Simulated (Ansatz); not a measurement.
C$_{4}$H$_{7}$FS, SMILES `CC(C)(F)C=S` from Hartree–Fock to CCSD(T)

Z-matrix (Å, degrees):
```
C
C 1 1.521
H 1 1.091 2 109.3
H 1 1.091 2 110.1 3 -119.6
H 1 1.091 2 111.0 3 119.8
C 2 1.521 1 112.3 3 -57.2
F 2 1.381 1 107.7 3 61.2
C 2 1.501 1 109.4 3 -179.0
H 6 1.091 2 110.1 1 176.8
H 6 1.091 2 111.0 1 -62.6
H 6 1.091 2 109.3 1 57.2
S 8 1.601 2 127.1 1 -118.3
H 8 1.094 2 112.3 1 61.7
```

Charge 0, multiplicity 1. Geometry: relaxed with PBE0-D4/def2-TZVP. It is one conformer, not always the lowest. Frozen core, restricted reference, Ansatz. CBS rows extrapolate triple and quadruple zeta; past MP2 they add the triple-zeta difference.

```csv
basis,HF (Eh),MP2 corr.,CCSD corr.,(T),CCSD(T) total
def2-TZVPP,?,-1.09709,?,?,?
def2-QZVPP,-652.63012,-1.17910,–,–,–
CBS(def2),-652.63322,-1.23985,?,as TZ,?
```

Problem. Fill in the withheld values. (An estimate is asked.)

Solution. The calculation gave: def2-TZVPP HF (Eh): -652.60760; def2-TZVPP CCSD corr.: -1.14568; def2-TZVPP (T): -0.04893; def2-TZVPP CCSD(T) total: -653.80221; CBS(def2) CCSD corr.: -1.28844; CBS(def2) CCSD(T) total: -653.97059.
